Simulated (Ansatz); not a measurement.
Ge(SeO3)2 (P2₁/c, No. 14; cell taken from a computed entry), treated with LDA (Ansatz, an electronic-structure program, plane waves, PAW).

Settings: plane-wave cutoff 520 eV, 8×6×6 k mesh (along the axes of the cell as run), Fermi–Dirac smearing 0.01 eV, scalar-relativistic PAW data made under PBE.

Cell (relaxed with PBEsol):

```yaml
crystal:
  lattice:
    - [5.07722, 0.00000, -0.00360]
    - [0.00000, 6.78311, 0.00000]
    - [-4.94941, 0.00000, 7.32460]
  atoms:
    - { symbol: Ge, position: [0.00000, 0.00000, 0.00000] }
    - { symbol: Ge, position: [0.00000, 0.50000, 0.50000] }
    - { symbol: Se, position: [0.68337, 0.17522, 0.19852] }
    - { symbol: Se, position: [0.31663, 0.82478, 0.80148] }
    - { symbol: Se, position: [0.31663, 0.67522, 0.30148] }
    - { symbol: Se, position: [0.68337, 0.32478, 0.69852] }
    - { symbol: O, position: [0.70680, 0.16329, 0.00937] }
    - { symbol: O, position: [0.29320, 0.83671, 0.99063] }
    - { symbol: O, position: [0.29320, 0.66329, 0.49063] }
    - { symbol: O, position: [0.70680, 0.33671, 0.50937] }
    - { symbol: O, position: [0.80568, 0.41753, 0.25454] }
    - { symbol: O, position: [0.19432, 0.58247, 0.74546] }
    - { symbol: O, position: [0.19432, 0.91753, 0.24546] }
    - { symbol: O, position: [0.80568, 0.08247, 0.75454] }
    - { symbol: O, position: [0.28173, 0.22068, 0.08258] }
    - { symbol: O, position: [0.71827, 0.77932, 0.91742] }
    - { symbol: O, position: [0.71827, 0.72068, 0.41742] }
    - { symbol: O, position: [0.28173, 0.27932, 0.58258] }
```

Q: Estimate the band gap, smallest direct gap on the k points sampled and direct gap at Γ that the calculation returns.

A: 
- band gap = 3.94 eV (indirect)
- smallest direct gap on the k points sampled = 4.01 eV
- direct gap at Γ = 4.04 eV

Note: cell and atoms aren't relaxed at this level (largest force component 0.26 eV/Å, pressure -4.1 GPa).

Spin–orbit coupling is not included.

Computed values are for the static lattice.

The result took roughly 3 core-minutes.
